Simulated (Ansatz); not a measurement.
# PH+ (doublet): the correlation ladder at distance P1–H2 = 1.434 Å, cc-pVTZ

Aim: climb from Hartree-Fock through coupled cluster and multireference methods for PH+ (doublet) at one geometry and basis, and see what each rung misses.

The runs use Ansatz 0.2.0, Gaussian basis; cc-pVTZ, core rule «outside noble gas», up to 5 orbitals frozen.

Plan: UHF; CCSD(T) on ROHF; CCSD(T) on UHF; BCCD(T) on ROHF; CISD; CCSDT(Q) on ROHF; CCSDT(Q) on UHF; CASSCF and MRCISD+Q, 3 electrons in 3 orbitals; CASSCF and NEVPT2, 3 electrons in 3 orbitals; CASSCF and MRCISD+Q, 5 electrons in 5 orbitals; CASSCF and NEVPT2, 5 electrons in 5 orbitals; Full CI.

27 further runs of the same task are left out: 1 for a known fault of the program, 20 that didn't finish, 6 set aside as unsound or not needed.

## 1. The system

The geometry derives from a PBE0/def2-TZVP stationary point (not a proven minimum). One bond is set to the value named and the two fragments are kept rigid.

2 atoms, charge 1, spin multiplicity 2.

Atoms are counted from 1 here; the program's logs count them from 0.

Bond lengths: P1–H2 1.434 Å.

Coordinates:

```
P     0.0000    0.0000    0.0000
H     0.0000    0.0000    1.4342
```

## 2. UHF

Contents of in.yaml:

```yaml
crystal:
  periodic: [false, false, false]
  atoms:
    - {symbol: P, position_ang: [0.000000, 0.000000, 0.000000]}
    - {symbol: H, position_ang: [0.000000, 0.000000, 1.434200]}
basis:
  gaussian: {orbitals: cc-pVTZ}
total_charge: 1
magnetization: {spin_polarized: true, initial_magnetization: 1}
hamiltonian: {xc: hf}
output: {orbitals: {seedname: orbitals}}
```

Run with:

```console
$ ansatz run in.yaml --threads 1 --pin off --events-out ev --progress --plain --max-ram 2393MiB
```

Further steps of the session: CCSD(T) on ROHF; CCSD(T) on UHF; BCCD(T) on ROHF; CISD; CCSDT(Q) on ROHF; CCSDT(Q) on UHF; CASSCF and MRCISD+Q, 3 electrons in 3 orbitals; CASSCF and NEVPT2, 3 electrons in 3 orbitals; CASSCF and MRCISD+Q, 5 electrons in 5 orbitals; CASSCF and NEVPT2, 5 electrons in 5 orbitals; Full CI.

Q: Predict the results of all the runs planned. Wanted: FCI below the RHF energy; RMP2 from FCI; UMP2 from FCI; RCCSD from FCI; RCCSD(T) from FCI; UCCSD(T) from FCI; RCCSDT(Q) from FCI; UCCSDT(Q) from FCI; NEVPT2 pair from FCI.

The runs gave:

| quantity | value |
| --- | --- |
| FCI below the RHF energy | -3.4006 eV |
| RMP2 from FCI | +795.3 meV |
| UMP2 from FCI | +814.1 meV |
| RCCSD from FCI | +112.9 meV |
| RCCSD(T) from FCI | +23.0 meV |
| UCCSD(T) from FCI | +22.2 meV |
| RCCSDT(Q) from FCI | +0.2 meV |
| UCCSDT(Q) from FCI | -0.8 meV |
| NEVPT2 pair from FCI | +692.8 meV |
| NEVPT2 valence from FCI | +629.2 meV |
| MRCISD+Q valence from FCI | +1.6 meV |
| levels within 1 kcal/mol (43 meV) | RCCSD(T), UCCSD(T), BCCD(T), RCCSDT, UCCSDT, RCCSDT(Q), UCCSDT(Q), MRCISD+Q valence |
| T1 diagnostic | 0.021 |
| effectively unpaired electrons | 1.06 |

In words: RCCSD(T) lands +23.0 meV from the yardstick (0.7 % of the correlation energy). One determinant dominates. Of the multireference levels listed MRCISD+Q valence comes nearest in total energy (+1.6 meV), which doesn't show that its space is the better one. These misses are within one basis, not against nature; the frozen cores of restricted and unrestricted runs differ, which can shift their rows.
